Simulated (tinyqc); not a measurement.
Worked calculation: CIS on RHF in the sto-6g basis, frozen core, for HF, spin multiplicity 1. One step of it, computed by the program tinyqc.

Problem. CIS matrix, singlets. A(ia,jb) = (e_a - e_i) d_ij d_ab + 2 (ia|jb) - (ij|ab).

orbital energies (hartree): [-26.253240, -1.445383, -0.538157, -0.471157, -0.471157, 0.454676]

Two-electron integrals over orbitals (pq|rs), unique and non-zero (hartree); the lowest 1 orbital is frozen and left out:
```
(22|22) 0.867761    (32|22) -0.038831   (32|32) 0.146989    (33|22) 0.725102
(33|32) -0.027881   (33|33) 0.716447    (42|42) 0.186517    (43|42) -0.034251
(43|43) 0.040328    (44|22) 0.890714    (44|32) -0.072906   (44|33) 0.714128
(44|44) 0.998085    (52|52) 0.186517    (53|52) -0.034251   (53|53) 0.040328
(54|54) 0.053789    (55|22) 0.890714    (55|32) -0.072906   (55|33) 0.714128
(55|44) 0.890506    (55|55) 0.998085    (62|22) -0.107042   (62|32) -0.064699
(62|33) -0.028545   (62|44) -0.104496   (62|55) -0.104496   (62|62) 0.092709
(63|22) -0.207352   (63|32) 0.088943    (63|33) -0.107093   (63|44) -0.224015
(63|55) -0.224015   (63|62) 0.046529    (63|63) 0.207470    (64|42) -0.034644
(64|43) -0.019451   (64|64) 0.029862    (65|52) -0.034644   (65|53) -0.019451
(65|65) 0.029862    (66|22) 0.658175    (66|32) 0.057716    (66|33) 0.662381
(66|44) 0.636545    (66|55) 0.636545    (66|62) -0.060985   (66|63) -0.018517
(66|66) 0.697749
```

Give: CIS matrix A, singlet.

Solution.

CIS matrix A, singlet (hartree), order 2>6, 3>6, 4>6, 5>6:
```
[[1.4273, 0.0353, 0.0000, 0.0000],
 [0.0353, 0.7454, 0.0000, 0.0000],
 [0.0000, 0.0000, 0.3490, 0.0000],
 [0.0000, 0.0000, 0.0000, 0.3490]]
```
